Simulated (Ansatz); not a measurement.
**CH₂Li (doublet): from Hartree-Fock to the top rungs at distance C1–H3 = 2.063 Å, 6-31G**

Aim: climb from Hartree-Fock through coupled cluster and multireference methods for CH₂Li (doublet) at one geometry and basis, and see what each rung misses.

The runs use Ansatz 0.2.0, Gaussian basis; 6-31G, core rule «outside noble gas», up to 2 orbitals frozen.

The runs, in order: UHF; CCSD(T) on ROHF; CCSD(T) on UHF; BCCD(T) on ROHF; CISD; CCSDT(Q) on ROHF; CCSDT(Q) on UHF; CCSDTQ on ROHF; CASSCF and MRCISD+Q, 3 electrons in 3 orbitals; CASSCF and NEVPT2, 3 electrons in 3 orbitals; Full CI.

40 further runs of the same task are left out: 22 for a known fault of the program, 17 that didn't finish, 1 set aside as unsound or not needed.

### Step 1. The geometry

The geometry derives from a PBE0/def2-TZVP stationary point (not a proven minimum). One bond is set to the value named and the two fragments are kept rigid.

4 atoms, charge 0, spin multiplicity 2.

Atoms are counted from 1 here; the program's logs count them from 0.

Bond lengths: C1–Li2 1.909 Å, C1–H4 1.100 Å. Angles: Li2–C1–H4 127.2°.

### Step 2. UHF

Input file in.yaml:

```yaml
crystal:
  periodic: [false, false, false]
  atoms:
    - {symbol: C, position_ang: [0.000000, -0.036874, 0.540021]}
    - {symbol: Li, position_ang: [0.000000, -0.036874, -1.368994]}
    - {symbol: H, position_ang: [0.000000, 1.606355, 1.787325]}
    - {symbol: H, position_ang: [0.000000, -0.913034, 1.205076]}
basis:
  gaussian: {orbitals: 6-31G}
magnetization: {spin_polarized: true, initial_magnetization: 1}
hamiltonian: {xc: hf}
output: {orbitals: {seedname: orbitals}}
```

On the command line:

```
ansatz run in.yaml --threads 1 --pin off --events-out ev --progress --plain --max-ram 2393MiB
```

After this run come: CCSD(T) on ROHF; CCSD(T) on UHF; BCCD(T) on ROHF; CISD; CCSDT(Q) on ROHF; CCSDT(Q) on UHF; CCSDTQ on ROHF; CASSCF and MRCISD+Q, 3 electrons in 3 orbitals; CASSCF and NEVPT2, 3 electrons in 3 orbitals; Full CI.

Q: Predict the results of all the runs planned. Wanted: FCI from the RHF energy; RMP2 from FCI; UMP2 from FCI; RCCSD from FCI; RCCSD(T) from FCI; UCCSD(T) from FCI; RCCSDT(Q) from FCI; UCCSDT(Q) from FCI; NEVPT2 pair from FCI.

The runs gave:

```
                         quantity                                                                            value
          FCI from the ROHF energy                                                                       -3.6607 eV
                    RMP2 from FCI                                                                  +26.84 kcal/mol
                    UMP2 from FCI                                                                  +21.92 kcal/mol
                   RCCSD from FCI                                                                   +3.87 kcal/mol
                RCCSD(T) from FCI                                                                   +0.46 kcal/mol
                UCCSD(T) from FCI                                                                   +1.42 kcal/mol
               RCCSDT(Q) from FCI                                                                   +0.03 kcal/mol
               UCCSDT(Q) from FCI                                                                   -0.01 kcal/mol
             NEVPT2 pair from FCI                                                                  +10.98 kcal/mol
           MRCISD+Q pair from FCI                                                                   +0.28 kcal/mol
levels within 1 kcal/mol (43 meV)  RCCSD(T), BCCD(T), RCCSDT, UCCSDT, RCCSDT(Q), UCCSDT(Q), RCCSDTQ, MRCISD+Q pair
                    T1 diagnostic                                                                            0.060
   effectively unpaired electrons                                                                             1.41
```

RCCSD(T) misses by +0.46 kcal/mol, 0.5 % of the correlation energy. CCSD(T) misses by +0.46 kcal/mol on the restricted determinant and by +1.42 kcal/mol on the unrestricted one; the two need not hold the same state or core. The occupations show some static correlation. Of the multireference levels listed MRCISD+Q pair comes nearest in total energy (+0.28 kcal/mol), which doesn't show that its space is the better one. These misses are within one basis, not against nature; the frozen cores of restricted and unrestricted runs differ, which can shift their rows.

Levels on UHF freeze UHF's core orbitals, full CI those of ROHF, so the U rows can settle a little off it for that reason alone.

With open shells the CI space here admits some triples and quadruples, so it is larger than plain CISD.
